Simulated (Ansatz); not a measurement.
Geometry optimisation, Ansatz 0.2.0, UKS BLYP-D4/def2-SVP.

Input:

```yaml
crystal:
  periodic: [false, false, false]
  atoms:
    - { symbol: B, position_ang: [0.0, 0.0, 0.0] }
    - { symbol: H, position_ang: [0.0, 0.0, 1.44] }
    - { symbol: H, position_ang: [1.0305, 0.0, -0.595] }
    - { symbol: H, position_ang: [-1.0305, 0.0, -0.595] }
    - { symbol: "N", position_ang: [0.0, 0.0, 2.8] }
    - { symbol: H, position_ang: [-0.496, -0.7725, 3.33] }
    - { symbol: H, position_ang: [0.496, 0.7725, 3.33] }
magnetization:
  spin_polarized: true
  initial_magnetization: 1
basis:
  gaussian: { orbitals: def2-SVP }
hamiltonian:
  xc: blyp
  dispersion: d4
relax:
  f_tol: 0.15
  max_steps: 25
  restrain:
    - { distance: [1, 4], at: 2.26, k: 30.0 }
    - { distance: [0, 1], at: 1.19, k: 30.0 }
```

Launched with:

```bash
$ ansatz run input.yaml --threads 1 --pin off --max-ram 2048MiB --backend cpu --events-out ev --progress --plain --runs-dir out
```

Where does it end, and by what steps?

The forces met the threshold. The restraints hold the end off the free minimum. After 6 steps the energy has fallen by 1.047 eV (the restraints' own energy left out); N5 moved furthest, 0.67 Å.

```csv
step,energy less start (eV),largest force component (eV/Å),accepted
0,0.0000,1.619,yes
1,0.0853,1.535,yes
2,0.0368,2.981,yes
3,-0.6232,1.371,yes
4,-1.0046,0.744,yes
5,-1.0417,0.489,yes
6,-1.0470,0.323,yes
```

```xyz
7
Properties=species:S:1:pos:R:3
B 0.001 0.020 -0.104
H 0.071 0.122 1.091
H 1.014 0.016 -0.766
H -1.078 -0.080 -0.647
N 0.355 -0.284 3.296
H -0.656 -0.544 3.391
H 0.293 0.751 3.448
```

Run time: 6.1 s on 1 thread of AMD EPYC 9R45 96-Core Processor (Zen 5), with other jobs on the host, peak memory 0.14 GiB.
